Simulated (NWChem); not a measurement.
**MP2/def2-TZVP run of BH2Cl (SMILES BCl), part 1 of 2**

What is the vertical ionisation energy of BH2Cl at MP2/def2-TZVP? 

The calculation is run with NWChem 7.3.0.

**1. The structure to begin with**

BH2Cl: 4 atoms, total charge 0, spin state singlet. As SMILES, `BCl`. The coordinates come from a PBE0-D4/def2-TZVP relaxation.

Bond lengths: B1–Cl2 1.733 Å, B1–H3 1.190 Å, B1–H4 1.190 Å. Angles: Cl2–B1–H3 118.1°, Cl2–B1–H4 118.1°, H3–B1–H4 123.7°.

**2. Energy and gradient at MP2/def2-TZVP**

Contents of run.py:

```python
from ase import Atoms
from ase.calculators.nwchem import NWChem

molecule = Atoms(['B', 'Cl', 'H', 'H'], positions=[
    [-0.116700, 0.021700, -0.075300],
    [1.365000, -0.395300, 0.721200],
    [-1.106200, -0.559500, 0.240400],
    [-0.086600, 0.872800, -0.906600],
])

calc = NWChem(
    label='bclh2',
    theory='mp2',
    memory='2200 mb',
    basis='def2-TZVP',
    basispar='spherical bse',
    scf={'nopen': '0', 'rhf': None, 'thresh': '1e-08', 'maxiter': '80'},
    mp2={'freeze': 'core 6', 'tight': None},
)
molecule.calc = calc

forces = molecule.get_forces()
print(f"energy = {molecule.get_potential_energy():.6f} eV")
print("forces (eV/A):")
for s, f in zip(molecule.symbols, forces):
    print(f"{s:2s} {f[0]:10.5f} {f[1]:10.5f} {f[2]:10.5f}")
```

Started as:

```sh
export ASE_NWCHEM_COMMAND="nwchem PREFIX.nwi > PREFIX.nwo"
python run.py
```

Log:

```text
energy = -13215.921378 eV
forces (eV/A):
B    -0.15643    0.04211   -0.08207
Cl    0.08464   -0.02365    0.04530
H     0.07924    0.05106   -0.02977
H    -0.00746   -0.06947    0.06649
```

The calculator wrote bclh2.nwi:

```
title "bclh2"

permanent_dir bclh2

scratch_dir bclh2

start bclh2

geometry units angstrom nocenter noautosym noautoz
  B  -1.1670000000000000e-01 2.1700000000000001e-02 -7.5300000000000006e-02
  Cl 1.3650000000000000e+00 -3.9529999999999998e-01 7.2119999999999995e-01
  H  -1.1062000000000001e+00 -5.5950000000000000e-01 2.4040000000000000e-01
  H  -8.6599999999999996e-02 8.7280000000000002e-01 -9.0659999999999996e-01
end

memory 2200 mb

basis spherical bse noprint
   * library def2-TZVP
end

scf
  nopen 0
  rhf
  thresh 1e-08
  maxiter 80
end
mp2
  freeze core 6
  tight
end

task mp2 gradient
```

bclh2.nwo:

```text
Northwest Computational Chemistry Package (NWChem) 7.3.0
             --------------------------------------------------------

           Job information
           ---------------

    nwchem branch   = 7.3.0
    use scalapack   = T
    input           = bclh2.nwi
    prefix          = bclh2.
    data base       = bclh2/bclh2.db
    status          = startup
    nproc           =        1

           Memory information
           ------------------

    heap     =     72089600 doubles =      550.0 Mbytes
    stack    =     72089597 doubles =      550.0 Mbytes
    global   =    144179200 doubles =     1100.0 Mbytes (distinct from heap & stack)
    total    =    288358397 doubles =     2200.0 Mbytes
    verify   = yes
    hardfail = no

           Directory information
           ---------------------

  0 permanent = bclh2
  0 scratch   = bclh2

                                NWChem Input Module
                                -------------------

                                       bclh2
                                       -----

 Scaling coordinates for geometry "geometry" by  1.889725989
 (inverse scale =  0.529177249)

                             Geometry "geometry" -> ""
                             -------------------------

 Output coordinates in angstroms (scale by  1.889725989 to convert to a.u.)

  No.       Tag          Charge          X              Y              Z
 ---- ---------------- ---------- -------------- -------------- --------------
    1 B                    5.0000    -0.11670000     0.02170000    -0.07530000
    2 Cl                  17.0000     1.36500000    -0.39530000     0.72120000
    3 H                    1.0000    -1.10620000    -0.55950000     0.24040000
    4 H                    1.0000    -0.08660000     0.87280000    -0.90660000

      Atomic Mass
      -----------

      B                 11.009310
      Cl                34.968850
      H                  1.007825

 Effective nuclear repulsion energy (a.u.)      37.7830187188

            Nuclear Dipole moment (a.u.)
            ----------------------------
        X                 Y               Z
 ---------------- ---------------- ----------------
    40.4943712915   -11.9020611939    21.1983792221

            XYZ format geometry
            -------------------
     4
 geometry
 B                    -0.11670000     0.02170000    -0.07530000
 Cl                    1.36500000    -0.39530000     0.72120000
 H                    -1.10620000    -0.55950000     0.24040000
 H                    -0.08660000     0.87280000    -0.90660000

 ==============================================================================
                                internuclear distances
 ------------------------------------------------------------------------------
       center one      |      center two      | atomic units |  angstroms
 ------------------------------------------------------------------------------
    2 Cl               |   1 B                |     3.27514  |     1.73313
    3 H                |   1 B                |     2.24915  |     1.19020
    4 H                |   1 B                |     2.24896  |     1.19010
 ------------------------------------------------------------------------------
                         number of included internuclear distances:          3
 ==============================================================================

 ==============================================================================
                                 internuclear angles
 ------------------------------------------------------------------------------
        center 1       |       center 2       |       center 3       |  degrees
 ------------------------------------------------------------------------------
    2 Cl               |   1 B                |   3 H                |   118.12
    2 Cl               |   1 B                |   4 H                |   118.13
    3 H                |   1 B                |   4 H                |   123.75
 ------------------------------------------------------------------------------
                            number of included internuclear angles:          3
 ==============================================================================

                                 NWChem SCF Module
                                 -----------------

                                       bclh2

[... 39 lines left out ...]
         Quadratically convergent ROHF
[... 1 line left out ...]
 Convergence threshold     :          1.000E-08
[... 1 line left out ...]
 Final Fock-matrix accuracy:          1.000E-10
[... 10 lines left out ...]
       Final RHF  results
[... 2 lines left out ...]
         Total SCF energy =   -485.390007934786
      One-electron energy =   -744.288235178433
      Two-electron energy =    221.115208524815
 Nuclear repulsion energy =     37.783018718831
[... 3 lines left out ...]
             Final eigenvalues
[... 26 lines left out ...]
                       ROHF Final Molecular Orbital Analysis
[... 191 lines left out ...]
       Multipole analysis of the density wrt the origin
       ------------------------------------------------

     L   x y z        total         open         nuclear
     -   - - -        -----         ----         -------
     0   0 0 0     -0.000000      0.000000     24.000000

     1   1 0 0     -0.296021      0.000000     40.494371
[... 8 lines of this table left out ...]
     2   0 0 2    -14.865626      0.000000     34.818829

                   NWChem MP2 Semi-direct Energy/Gradient Module
                   ---------------------------------------------

                                       bclh2

  Basis functions       =     80
  Molecular orbitals    =     80
  Frozen core           =      6
  Frozen virtuals       =      0
  Active alpha occupied =      6
  Active beta occupied  =      6
  Active alpha virtual  =     68
  Active beta virtual   =     68
  Use MO symmetry       = F
  Use skeleton AO sym   = F

  AO/Fock/Back tols     =   1.0D-11  1.0D-11  1.0D-11

 GA uses MA = F    GA memory limited = T

 Available:
  local mem=  1.26D+08
 global mem=  1.44D+08
 local disk=  0.00D+00
   1 passes of   6:        6291456                     271315                   5644928.
   1 passes of   6: M    126149957           G      144143992           F     119858501.

 Semi-direct pass number   1 of   1  for RHF alpha+beta  at       14.0s
 Done moints_semi at       16.6s
 Done maket at       16.7s
 Done pijab at       16.7s
 Done wijab at       16.7s
 Done lai at       16.8s
 Done nonsep at       24.1s
 Done multipass loop at       24.1s

          -------------------------------------------
          SCF energy                -485.390007934786
          Correlation energy          -0.286148588978
          Singlet pairs               -0.191545226528
          Triplet pairs               -0.094603362450
          Total MP2 energy          -485.676156523764
          -------------------------------------------

          ---------------------------------------------------
                    Spin Component Scaled (SCS) MP2
          Same spin pairs                     -0.063068908300
          Same spin scaling factor             0.333333333333
          Opposite spin pairs                 -0.223079680678
          Opposite spin scaling fact.          1.200000000000
          SCS-MP2 correlation energy          -0.288718586247
          Total SCS-MP2 energy              -485.678726521033
          ---------------------------------------------------

 Start laifock at       24.1s
 Done laifock at       24.8s
                                NWChem CPHF Module
                                ------------------

    scftype = RHF
    nclosed =   12
      nopen =    0
  variables =      816
  tolerance =   1.0D-06
  max. iter =  100

 SCF residual:    1.0865290892315408E-009

            ----- linear solve (tol: 1.0E-06 prod-acc: 2.3E-14) -----

               iter nbas    rnorm     rnorm-scal   ratio     time
               ---- ---- ----------- ----------- --------- -------
                  1    1  1.7854E-02  2.7543E-01    0.0000    26.2
                  2    2  5.6766E-03  8.7571E-02    0.3179    26.9
                  3    3  2.1075E-03  3.2511E-02    0.3713    27.7
[... 6 lines of this table left out ...]
                 10   10  3.5555E-08  5.4850E-07    0.1896    32.8

 CPHF converged to   5.5D-07 in   10 iters

 Start make_tot_dens at       32.8s
 Done make_tot_dens at       32.8s
                Dipole Moments (a.u.)
                --------------
         Nuclear       SCF       SCF+MP2
       ----------- ----------- -----------
 X      40.494371   -0.296021   -0.201071
 Y     -11.902061    0.083354    0.056625
 Z      21.198379   -0.159178   -0.108130

 MP2 RHF      natural orbital occupation numbers

              1
    1    2.0000
    2    2.0000
    3    2.0000
    4    2.0000
    5    2.0000
    6    2.0000
    7    1.9834
    8    1.9744
    9    1.9722
   10    1.9556
   11    1.9532
   12    1.9523
   13    0.0271
   14    0.0240
   15    0.0207
   16    0.0176
   17    0.0176
   18    0.0116
   19    0.0111
   20    0.0108
   21    0.0104
   22    0.0083
   23    0.0064
   24    0.0048
   25    0.0045
   26    0.0044
   27    0.0039
   28    0.0028
   29    0.0020
   30    0.0020
   31    0.0020
   32    0.0015
   33    0.0014
   34    0.0013
   35    0.0011
   36    0.0011
   37    0.0009
   38    0.0008
   39    0.0007
   40    0.0006
   41    0.0006
   42    0.0006
   43    0.0006
   44    0.0006
   45    0.0005
   46    0.0005
   47    0.0004
   48    0.0004
   49    0.0004
   50    0.0003
   51    0.0003
   52    0.0003
   53    0.0002
   54    0.0002
   55    0.0002
   56    0.0002
   57    0.0002
   58    0.0002
   59    0.0002
   60    0.0001
   61    0.0001
   62    0.0001
   63    0.0001
   64    0.0001
   65    0.0001
   66    0.0001
   67    0.0001
   68    0.0001
   69    0.0000
   70    0.0000
   71    0.0000
   72    0.0000
   73    0.0000
   74    0.0000
   75    0.0000
   76    0.0000
   77    0.0000
   78    0.0000
   79    0.0000
   80   -0.0001

  MP2 natural orbitals output to bclh2/bclh2.mp2nos

                         mp2 ENERGY GRADIENTS

    atom               coordinates                        gradient
                 x          y          z           x          y          z
   1 B      -0.220531   0.041007  -0.142296    0.003042  -0.000819   0.001596
   2 Cl      2.579476  -0.747009   1.362870   -0.001646   0.000460  -0.000881
   3 H      -2.090415  -1.057302   0.454290   -0.001541  -0.000993   0.000579
   4 H      -0.163650   1.649353  -1.713226    0.000145   0.001351  -0.001293

                 ----------------------------------------
                 |  Time  |  1-e(secs)   |  2-e(secs)   |
                 ----------------------------------------
                 |  CPU   |       0.01   |       8.29   |
                 ----------------------------------------
                 |  WALL  |       0.01   |       8.29   |
                 ----------------------------------------
 -----------------------
 Task  times  cpu:       42.5s     wall:       42.5s
 Total times  cpu:       42.6s     wall:       42.6s
```

Run time: 44 s. Hardware: 1 thread of Intel Xeon at 2.70GHz, shared host; peak memory 0.18 GiB.

(Continued in part 2 of 2.)
